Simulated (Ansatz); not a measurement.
Basis-set limit of AlBH5, doublet

| atom | x (Å) | y (Å) | z (Å) |
| --- | --- | --- | --- |
| Al | -0.9646 | 0.0000 | 0.0000 |
| H | -1.7575 | 1.3734 | 0.0000 |
| H | -1.7575 | -1.3734 | 0.0000 |
| H | 0.9784 | 0.0000 | 0.0000 |
| B | 2.1484 | 0.0000 | 0.0000 |
| H | 2.6575 | 0.0000 | 1.0770 |
| H | 2.6575 | 0.0000 | -1.0770 |

Ansatz 0.2.0, UHF determinant, valence electrons correlated. Energies in eV.

```json
{"set": "def2-TZVPP", "X": "3", "functions": "143", "Hartree–Fock": "-7330.3532", "MP2 correlation": "-5.2435", "CCSD(T) correlation": "-6.5179", "time": "13 s on 1 × NVIDIA H100 80GB HBM3 with 1 thread of AMD EPYC 7R13 Processor (Zen 3) (shared host)"}
{"set": "def2-QZVPP", "X": "4", "functions": "277", "Hartree–Fock": "-7330.5970", "MP2 correlation": "-5.5789", "CCSD(T) correlation": "-6.7747", "time": "44 s on 1 × NVIDIA H100 80GB HBM3 with 1 thread of AMD EPYC 7R13 Processor (Zen 3), with other jobs on the host"}
```

Hartree–Fock is taken to follow E(X) = E∞ + A·exp(−7.88·√X), correlation E(X) = E∞ + B·X^−2.97.

Task: Work out the CCSD(T) energy at the limit, and how far the shortcut misses it that extrapolates MP2 and adds CCSD(T) minus MP2 from the smaller set.

Result: Hartree–Fock: E∞ = E4 + 0.1377·(E4 − E3) = -7330.6306. Correlation: E∞ = E4 + 0.7407·(E4 − E3) = -6.9650 for CCSD(T) and -5.8273 for MP2. The limit is -7337.5955 eV, 0.224 eV below def2-QZVPP. The shortcut gives a correlation energy of -5.8273 + (-1.2744) = -7.1017, 137 meV lower than the direct value.

Past Ne part of the Hartree–Fock step between the two sets comes from the cores, which don't follow the formula, so the 34 meV that it adds to the total can overshoot; that part largely cancels in differences.
